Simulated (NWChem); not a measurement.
**Correlation energy of HO**

SMILES: [OH]
```xyz
2

O      0.0000     0.0000     0.1085
H      0.0000     0.0000    -0.8679
```
Charge 0, spin multiplicity 2.

The numbers come from NWChem runs, not from measurements. The geometry was optimised at UPBE0/def2-SVP, a minimum by its harmonic frequencies.

Basis set: cc-pVTZ. Each correlation energy counts from its own Hartree-Fock reference.

The correlated methods keep 1 core orbital frozen. The structure started from a generated list of species. The unpaired electrons of the parent sit in orbitals of symmetry b1 (C2v labels of the run); other states weren't searched. No SCF solution was tested for a lower state. Open-shell Hartree-Fock references start from PBE0 orbitals. Coupled-cluster values serve here as a point of comparison, not as the truth.

Q: One of these methods gave a correlation energy of -199.2 mHa. Which?
A) CCSD on UHF
B) SCS-UMP2
C) CCSD(T) on UHF
D) CCSD(T) on ROHF

A: B, SCS-UMP2. The others give -223.6 (CCSD(T) on ROHF), -218.7 (CCSD(T) on UHF), -213.6 (CCSD on UHF).
